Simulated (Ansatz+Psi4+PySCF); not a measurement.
# doublet CH2F2(+): levels of theory in one basis

```xyz
5

C     0.0000    0.0000    0.5029
F     0.0000    1.1097   -0.2906
F     0.0000   -1.1097   -0.2906
H    -0.9084    0.0000    1.1067
H     0.9084    0.0000    1.1067
```

Basis set: cc-pVTZ (spherical functions). Left uncorrelated: 3 orbitals. Correlation on ROHF uses semicanonical orbitals with singles. Charge 1, multiplicity 2.

Computed with Ansatz (development build ahead of 0.2.0); each method stands on the lowest determinant of its kind that the runs found.

```tsv
method	E − E(ROHF) (eV)	<S²> of the determinant
ROHF	0.00	0.75
UHF	-0.21	0.76
ROHF-MP2	-17.14	–
UHF-MP2	-17.22	0.76
ROHF-CCSD	-18.43	–
UHF-CCSD	-18.44	0.76
ROHF-CCSD(T)	-19.15	–
```

Caution: the determinant breaks the point group. Caution for ROHF-MP2, UHF-MP2, ROHF-CCSD, UHF-CCSD, ROHF-CCSD(T): large amplitudes, a single reference is doubtful. Caution for ROHF-MP2, UHF-MP2: MP2 on this radical cation hangs on the determinant chosen. Caution for ROHF-MP2, UHF-MP2, ROHF-CCSD(T): another reference gives a lower total.
